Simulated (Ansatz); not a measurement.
# α-phase S

Calculation: PBEsol in Ansatz (PAW).

Numerical settings: plane-wave cutoff 500 eV, 6×6×6 k mesh, gaussian smearing 0.02 eV, scalar-relativistic PAW data made under PBE.

Cell (relaxed at this level):

```cif
data_S32
_chemical_formula_sum 'S32'
_space_group_name_H-M_alt 'P 1'
_space_group_IT_number 1
_cell_length_a 13.76418
_cell_length_b 13.24773
_cell_length_c 8.40088
_cell_angle_alpha 75.262
_cell_angle_beta 68.562
_cell_angle_gamma 36.176
loop_
_space_group_symop_operation_xyz
  'x, y, z'
loop_
_atom_site_label
_atom_site_type_symbol
_atom_site_fract_x
_atom_site_fract_y
_atom_site_fract_z
_atom_site_occupancy
S1 S 0.74144 0.85958 0.85344 1
S2 S 0.04555 0.85344 0.85958 1
S3 S 0.85344 0.04555 0.74144 1
S4 S 0.85958 0.74144 0.04555 1
S5 S 0.95445 0.14656 0.14042 1
S6 S 0.14656 0.95445 0.25856 1
S7 S 0.14042 0.25856 0.95445 1
S8 S 0.25856 0.14042 0.14656 1
S9 S 0.80498 0.68924 0.73163 1
S10 S 0.27416 0.73163 0.68924 1
S11 S 0.73163 0.27416 0.80498 1
S12 S 0.68924 0.80498 0.27416 1
S13 S 0.72584 0.26837 0.31076 1
S14 S 0.26837 0.72584 0.19502 1
S15 S 0.31076 0.19502 0.72584 1
S16 S 0.19502 0.31076 0.26837 1
S17 S 0.60981 0.73595 0.83075 1
S18 S 0.32349 0.83075 0.73595 1
S19 S 0.83075 0.32349 0.60981 1
S20 S 0.73595 0.60981 0.32349 1
S21 S 0.67651 0.16925 0.26405 1
S22 S 0.16925 0.67651 0.39019 1
S23 S 0.26405 0.39019 0.67651 1
S24 S 0.39019 0.26405 0.16925 1
S25 S 0.25199 0.01006 0.56345 1
S26 S 0.01006 0.25199 0.67451 1
S27 S 0.56345 0.67451 0.25199 1
S28 S 0.67451 0.56345 0.01006 1
S29 S 0.98994 0.74801 0.32549 1
S30 S 0.43655 0.32549 0.74801 1
S31 S 0.32549 0.43655 0.98994 1
S32 S 0.74801 0.98994 0.43655 1
```

```
Item                            Value
--------  ---------------------------
band gap  2.01 eV (on the SCF k mesh)
```

Note: the relaxation could not lower the start's symmetry, so the cell can be a saddle point above a distorted one.

The computed numbers hold no vibrational or temperature effects.

Ansatz is a program for electronic structure.
